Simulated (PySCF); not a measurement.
An unknown shows these calculated signals:

¹H NMR (600 MHz, computed): δ 2.27 (m, 6H), 1.09 (m, 6H).

¹³C{¹H} NMR (computed): δ 43.4 (CH3), 19.7 (CH3).

[PySCF 2.14.0 with density-fitted response routines: geometry: PBE0-D3(BJ)/def2-TZVP; B97-2/pcSseg-2 with gauge-including orbitals; single conformer; isolated molecule; no relativistic terms; fast rotation and ring inversion assumed for equivalent nuclei]

Referencing at the same level of theory: TMS for ¹H (σref 31.64), ¹³C (σref 185.38).

Problem. Which of these does the molecule contain: a benzene ring, a three-membered ring, an N-methyl group, an aldehyde?

Solution. 
- A benzene ring: no.
- A three-membered ring: no.
- An N-methyl group: yes (δC 43.4; δH 2.27 (m)).
- An aldehyde: no.

The data belong to SMILES CN(C)P(C)C, C₄H₁₂NP; they needn't prove each group on their own.

Carbon signals by region: 2 below 50 ppm.

Splittings by ³¹P in the carbon and heteronuclear signals aren't shown, as no couplings were computed. Shifts are as computed. Against solution values, carbons near 30 ppm lie about +3 ppm off and those near 130 ppm about +7 ppm. Of 1211 compounds with measured shifts, 218 miss one by over three times the rms of a fit or turn the order of signals round; such compounds aren't used in these exercises. No couplings were computed; multiplicities are counted from neighbouring protons, with m where these are inequivalent, close in shift, in a saturated or five-membered ring or joined by F or P, and br s for small geminal =CH2 splittings.
